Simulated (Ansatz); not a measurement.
Reaction: C3H5Cl (SMILES C=C(C)Cl) → C2H2Cl (SMILES C=[C]Cl, doublet) + CH3 (SMILES [CH3], doublet) (the C-C bond breaks)
Each species at its own B3LYP-D3(BJ)/def2-TZVP minimum (Ansatz, a program for electronic structure).

Property: bond dissociation energy (electronic), in kcal/mol. Radicals and triplets start from unrestricted determinants; spin-orbit coupling is neglected. CBS(X,Y): correlation extrapolated as X^-3, Hartree-Fock from the larger set. A bracket is a step between two methods taken in the basis named. The functionals are non-relativistic, so their misses hold any scalar relativity. Double hybrids freeze cores in their MP2 part. 'core' is core correlation in cc-pwCVTZ (1s frozen past Ne), 'X2C' scalar relativity in cc-pVTZ-DK, both at CCSD(T). The UHF reference of C2H2Cl (C=[C]Cl, doublet) is spin-contaminated (<S^2> up to 0.21 over the pure value in the sets run).

CCSD(T)/CBS(cc-pV(T+d)Z,cc-pV(Q+d)Z) + [CCSDT(Q) - CCSD(T)]/cc-pV(D+d)Z + core + X2C (Ansatz) gives 107.6 kcal/mol.

Problem. How far off this value is PBE/def2-TZVPD (Ansatz), in which direction, and how far these levels: r2SCAN/def2-TZVPD, B3LYP/def2-TZVPD, wB97M-V/def2-TZVPD, B2PLYP/def2-TZVPD, CCSD(T)/CBS(cc-pV(T+d)Z,cc-pV(Q+d)Z) + core + X2C?

Solution. PBE gives 102.9 kcal/mol, 4.7 kcal/mol below it. Differences of the others: r2SCAN/def2-TZVPD (Ansatz) -9.7; B3LYP/def2-TZVPD (Ansatz) -8.4; wB97M-V/def2-TZVPD (Ansatz) 0.6; B2PLYP/def2-TZVPD (Ansatz) -4.4; CCSD(T)/CBS(cc-pV(T+d)Z,cc-pV(Q+d)Z) + core + X2C (Ansatz) 0.5 kcal/mol.
